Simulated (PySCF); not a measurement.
Method: PySCF energies (xtb for GFN2) plus ideal-gas RRHO corrections (1 bar). Table values come from the NASA 1993 polynomials. All species are closed-shell singlets. The harmonic model lacks anharmonicity and excited electronic states, which grow with temperature; levels with a mode under 35 cm⁻¹ are left out. The table's entry may be an old estimate for SiS (not checked at source).

Harmonic frequencies at GFN2-xTB (cm⁻¹): 763. Point group C∞v; S°(298 K) = 224.2 J/mol/K at this level.

Question: Work out Cp and S° of gaseous SiS at 500, 800, 1200, 1600, 2000 K from these, and set them beside the table.

Answer: 
```tsv
T (K)	Cp GFN2-xTB	Cp table	S° GFN2-xTB	S° table
500	34.7	35.0	241.5	241.2
800	36.2	36.5	258.2	258.1
1200	36.9	37.1	273.0	273.0
1600	37.1	37.5	283.6	283.8
2000	37.2	37.7	291.9	292.1
```
Units J/mol/K.
